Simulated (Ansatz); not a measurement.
Born–Oppenheimer molecular dynamics of H$_{6}$OSi$_{2}$ (9 atoms, charge 0, multiplicity 1). It starts at the highest image of a converged band. Of that band: Neighbouring images differ by up to 1.4 eV, so the band resolves the path poorly. A vibrational analysis at the climbing image gives one clearly imaginary mode, 1399i cm⁻¹: a first-order saddle point.

Method: RKS r2SCANh-D4/cc-pVDZ in Ansatz.

```
ensemble                      : NVE (velocity Verlet)
time step                     : 0.5 fs
steps asked                   : 200
starting velocities drawn for : 300 K
seed                          : 9399
```

First frame:

```xyz
9
Properties=species:S:1:pos:R:3
Si -0.202 -0.157 0.694
H 1.287 -0.073 1.311
O 1.630 0.182 0.074
H 2.026 -0.659 -0.208
H -0.878 1.105 0.228
Si -1.018 -1.853 -0.725
H -2.407 -2.229 -0.309
H -1.039 -1.447 -2.169
H -0.150 -3.069 -0.600
```

(1) How far do the bonds stretch over the last three quarters of this one trajectory? (Pairs bonded in most of those frames.)

Answers

(1) 
| bond | mean (Å) | spread (Å) | shortest | longest |
| --- | --- | --- | --- | --- |
| Si1–H5 | 1.552 | 0.039 | 1.49 | 1.62 |
| Si1–Si6 | 2.395 | 0.063 | 2.32 | 2.49 |
| H2–O3 | 0.981 | 0.040 | 0.91 | 1.04 |
| O3–H4 | 0.978 | 0.025 | 0.93 | 1.03 |
| Si6–H7 | 1.509 | 0.031 | 1.46 | 1.56 |
| Si6–H8 | 1.504 | 0.020 | 1.47 | 1.53 |
| Si6–H9 | 1.504 | 0.017 | 1.48 | 1.53 |

Mean temperature of the second half: 571 K. The conserved energy stayed within 0.25 meV per atom of its start (net change -0.0041 meV per atom), so the integration is sound. The kinetic energy rose, since the run started high on the potential surface and went downhill. It ends in pieces (H2O + H4Si2), so much of that is their flight and rotation, not heat. A run of 0.1 ps of so small a system gives no equilibrium averages. The orbitals stay closed-shell, which can raise the energy where a bond breaks towards radicals; this wasn't checked here.

Run time: 4 min on 2 threads of Intel(R) Xeon(R) 6975P-C (Granite Rapids) (shared host), peak memory 0.19 GiB.
